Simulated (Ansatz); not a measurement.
# CH6AlO+: single points off equilibrium

The task here is to estimate one member of a computed series from the others.

The runs use Ansatz 0.2.0, Gaussian basis; single points in def2-TZVPP.

Cores are frozen in the correlated methods. B3LYP uses VWN-RPA correlation.

**The starting structure**

SMILES `[OH2+][CH2][AlH2]`, 9 atoms, charge 1, spin multiplicity 1.

Atoms are counted from 1 here; the program's logs count them from 0.

Bond lengths: O1–C2 1.475 Å, O1–H4 0.990 Å, O1–H5 0.970 Å, C2–Al3 1.978 Å, C2–H6 1.023 Å, C2–H7 1.099 Å, Al3–H8 1.507 Å, Al3–H9 1.588 Å. Angles: C2–O1–H4 110.6°, C2–O1–H5 107.5°, H4–O1–H5 110.4°, O1–C2–Al3 99.5°, O1–C2–H6 107.0°, O1–C2–H7 103.2°, Al3–C2–H6 118.9°, Al3–C2–H7 120.2°, H6–C2–H7 105.8°, C2–Al3–H8 133.9°, C2–Al3–H9 99.1°, H8–Al3–H9 126.9°.

Geometry (Å):

```
O     0.0381    0.1392   -1.2629
C     0.5451    0.6118    0.0392
Al   -0.2479   -0.7653    1.2168
H    -0.2641    0.9020   -1.8170
H    -0.7005   -0.4646   -1.0872
H     0.2443    1.5838    0.1426
H     1.6326    0.6496   -0.1129
H     0.0214   -1.2119    2.6303
H    -1.2980   -1.3894    0.2028
```

Set-up of the first run:

The input, run/in.yaml:

```yaml
crystal:
  periodic: [false, false, false]
  atoms:
    - {symbol: O, position_ang: [0.038100, 0.139200, -1.262900]}
    - {symbol: C, position_ang: [0.545100, 0.611800, 0.039200]}
    - {symbol: Al, position_ang: [-0.247900, -0.765300, 1.216800]}
    - {symbol: H, position_ang: [-0.264100, 0.902000, -1.817000]}
    - {symbol: H, position_ang: [-0.700500, -0.464600, -1.087200]}
    - {symbol: H, position_ang: [0.244300, 1.583800, 0.142600]}
    - {symbol: H, position_ang: [1.632600, 0.649600, -0.112900]}
    - {symbol: H, position_ang: [0.021400, -1.211900, 2.630300]}
    - {symbol: H, position_ang: [-1.298000, -1.389400, 0.202800]}
basis:
  gaussian: {orbitals: def2-TZVPP}
total_charge: 1
correlation: {method: ccsd_t}
output: {forces: true}
```

No record of the launch command was kept for these runs.

Among the steps run: CCSD(T)/def2-TZVPP; PBE0-D4/def2-TZVPP; wB97M-V/def2-TZVPP; r2SCAN-D4/def2-TZVPP; PBE-D4/def2-TZVPP; SPW92/def2-TZVPP; B3LYP-D4/def2-TZVPP.

One table of the session follows, with a row left open; its other results are not shown here.

| method | RMS force component (eV/Å) | angle to CCSD(T) forces (°) |
| --- | --- | --- |
| CCSD(T) | 0.946 | reference |
| PBE0-D4 | 0.953 | 8.1 |
| wB97M-V | 0.936 | 3.8 |
| r2SCAN-D4 | 0.968 | 6.2 |
| PBE-D4 | ? | ? |
| SPW92 | 1.043 | 25.6 |
| B3LYP-D4 | 0.950 | 4.3 |

**Question.** Estimate the row for PBE-D4.

**Answer.** RMS force component (eV/Å): 1.010; angle to CCSD(T) forces (°): 14.4. In the column «RMS force component (eV/Å)» it lies between r2SCAN-D4 (0.968) and SPW92 (1.043).
